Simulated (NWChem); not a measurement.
A series in which one site is exchanged, each optimised at PBE0/def2-SVP with NWChem, gas phase unless a solvent is named. Some are not confirmed as minima by frequencies. def2 effective core potentials on Sn; no spin-orbit coupling.

A: [SiH3][SnH3] (SnSiH6; site = Sn)
B: C[SiH3] (CH₆Si; site = C)
C: [SiH3][GeH3] (GeSiH6; site = Ge)
D: [SiH3][SiH3] (Si₂H₆; site = Si)

Values for A:

* **orbital gap (eV), PBE0/def2-SVP**: 8.32
* **vertical ionisation energy, ΔSCF, PBE0/def2-SVP (eV)**: 10.03
* **static polarisability, PBE0/def2-SVPD (bohr³)**: 77.2

Q: How do these values change for the other members?

A: 
```csv
change from A,B,C,D
"orbital gap (eV), PBE0/def2-SVP",+2.14,+0.64,+0.60
"vertical ionisation energy, ΔSCF, PBE0/def2-SVP (eV)",+1.55,+0.42,+0.55
"static polarisability, PBE0/def2-SVPD (bohr³)",-33.9,-11.3,-14.7
```
